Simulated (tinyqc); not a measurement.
Worked calculation: coupled-perturbed Hartree-Fock on RHF in the sto-3g basis, for H2O, spin multiplicity 1. One step of it, computed by the program tinyqc.

Task: Iteration 8 (converged): orbitals. Diagonalise F' = X^T F X, C = X C', fill 5 alpha and 5 beta electrons from the bottom; D = 2 C_occ C_occ^T. Each column has its largest component positive (the first on a tie).

converged F (hartree), order 1O 1s, 1O 2s, 1O 2px, 1O 2py, 1O 2pz, 2H 1s, 3H 1s:
```
[[-20.237678, -5.162616, 0.000000, 0.000000, -0.027927, -1.061820, -1.061820],
 [-5.162616, -2.429715, 0.000000, 0.000000, -0.104605, -0.939618, -0.939618],
 [0.000000, 0.000000, -0.387570, 0.000000, 0.000000, 0.000000, 0.000000],
 [0.000000, 0.000000, 0.000000, -0.285407, 0.000000, -0.386171, 0.386171],
 [-0.027927, -0.104605, 0.000000, 0.000000, -0.320831, -0.346740, -0.346740],
 [-1.061820, -0.939618, 0.000000, -0.386171, -0.346740, -0.513869, -0.330539],
 [-1.061820, -0.939618, 0.000000, 0.386171, -0.346740, -0.330539, -0.513869]]
```

X, order 1O 1s, 1O 2s, 1O 2px, 1O 2py, 1O 2pz, 2H 1s, 3H 1s:
```
[[-0.319177, 0.000000, 0.749973, 0.000000, -0.615987, 0.000000, 0.160206],
 [1.130978, 0.000000, -0.292368, 0.000000, -0.298517, 0.000000, 0.431341],
 [0.000000, 0.000000, 0.000000, 1.000000, 0.000000, 0.000000, 0.000000],
 [0.000000, 0.909974, 0.000000, 0.000000, 0.000000, 0.686196, 0.000000],
 [0.516498, 0.000000, 0.652937, 0.000000, 0.640392, 0.000000, 0.198110],
 [-0.713069, -0.831279, -0.163235, 0.000000, 0.133055, 0.375578, 0.377962],
 [-0.713069, 0.831279, -0.163235, 0.000000, 0.133055, -0.375578, 0.377962]]
```

Give: F' = X^T F X; orbital energies; coefficients C; D after iteration 8.

Result:

F' = X^T F X (hartree):
```
[[0.0756, 0.0000, 1.7774, 0.0000, -1.3012, 0.0000, 0.2360],
 [0.0000, 0.6788, 0.0000, 0.0000, 0.0000, 0.1129, 0.0000],
 [1.7774, 0.0000, -9.0074, 0.0000, 8.8719, 0.0000, -3.8764],
 [0.0000, 0.0000, 0.0000, -0.3876, 0.0000, 0.0000, 0.0000],
 [-1.3012, 0.0000, 8.8719, 0.0000, -9.5144, 0.0000, 4.1480],
 [0.0000, 0.1129, 0.0000, 0.0000, 0.0000, -0.5842, 0.0000],
 [0.2360, 0.0000, -3.8764, 0.0000, 4.1480, 0.0000, -2.9323]]
```

orbital energies (hartree): [-20.2463, -1.2429, -0.5942, -0.4436, -0.3876, 0.5545, 0.6888]

coefficients C, order 1O 1s, 1O 2s, 1O 2px, 1O 2py, 1O 2pz, 2H 1s, 3H 1s:
```
[[0.9942, -0.2350, 0.0000, 0.0995, 0.0000, -0.1258, 0.0000],
 [0.0256, 0.8523, 0.0000, -0.5153, 0.0000, 0.8045, 0.0000],
 [0.0000, 0.0000, 0.0000, 0.0000, 1.0000, 0.0000, 0.0000],
 [0.0000, 0.0000, 0.6032, 0.0000, 0.0000, 0.0000, 0.9670],
 [0.0038, 0.1116, 0.0000, 0.7703, 0.0000, 0.7325, 0.0000],
 [-0.0054, 0.1548, 0.4475, 0.2958, 0.0000, -0.7643, -0.7949],
 [-0.0054, 0.1548, -0.4475, 0.2958, 0.0000, -0.7643, 0.7949]]
```

D after iteration 8, order 1O 1s, 1O 2s, 1O 2px, 1O 2py, 1O 2pz, 2H 1s, 3H 1s:
```
[[2.1072, -0.4522, 0.0000, 0.0000, 0.1085, -0.0248, -0.0248],
 [-0.4522, 1.9852, 0.0000, 0.0000, -0.6035, -0.0411, -0.0411],
 [0.0000, 0.0000, 2.0000, 0.0000, 0.0000, 0.0000, 0.0000],
 [0.0000, 0.0000, 0.0000, 0.7276, 0.0000, 0.5398, -0.5398],
 [0.1085, -0.6035, 0.0000, 0.0000, 1.2117, 0.4902, 0.4902],
 [-0.0248, -0.0411, 0.0000, 0.5398, 0.4902, 0.6235, -0.1776],
 [-0.0248, -0.0411, 0.0000, -0.5398, 0.4902, -0.1776, 0.6235]]
```
